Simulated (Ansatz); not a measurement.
Two shapes of singlet C₃H₅(+).

Shape 1:

```xyz
8

C    -0.0096   -0.0021   -0.4907
C    -0.0056    1.1980    0.2120
C     0.0076   -1.1938    0.2163
H    -0.0091   -0.0029   -1.5843
H     0.0090    2.1624   -0.3000
H     0.0000    1.2078    1.3177
H    -0.0031   -2.1513   -0.2979
H    -0.0041   -1.2040    1.2995
```

Shape 2:

```xyz
8

C     0.0349   -0.0051   -0.4573
C     0.0473    1.1773    0.2010
C     0.0473   -1.1769    0.2014
H    -0.0132    0.0381   -1.6170
H     0.0310    2.1855   -0.3323
H     0.0324    1.1994    1.3465
H    -0.0432   -2.1676   -0.2793
H     0.0366   -1.2262    1.2831
```

Basis set: STO-3G (spherical functions). Frozen core: 3 orbitals. Charge 1, multiplicity 1.

Computed with Ansatz (development build ahead of 0.2.0); each method stands on the lowest determinant of its kind that the runs found.

(1) Which shape is lower in energy, and by how much in each method?

## Answers

(1)

| method | E(2) − E(1) (eV) |
| --- | --- |
| RHF | 0.320 |
| RHF-MP2 | 0.324 |

Shape 1 is lower.
